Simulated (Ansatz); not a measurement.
BH2(SiH3) (SiBH5). Total charge 0; singlet. Geometry B3LYP-D4/def2-TZVP; atoms count from 1.

```csv
atom,x (Å),y (Å),z (Å)
B1,-0.740,-0.107,-0.937
H2,-1.469,0.780,-1.254
H3,-0.710,-1.068,-1.640
Si4,0.462,0.050,0.667
H5,0.813,-1.257,1.274
H6,-0.079,0.935,1.728
H7,1.723,0.668,0.163
```

Question: Estimate the Mulliken populations from the PBE0/def2-TZVP orbitals of Ansatz.

Answer: 
| atom | charge (e) |
| --- | --- |
| B1 | -0.04 |
| H2 | 0.04 |
| H3 | 0.04 |
| Si4 | 0.02 |
| H5 | -0.02 |
| H6 | -0.02 |
| H7 | -0.02 |
Mulliken values depend strongly on the basis.

Question: And the Mayer bond orders between heavy atoms (over 0.3)?

Answer: B1–Si4 1.01 (2.01 Å).
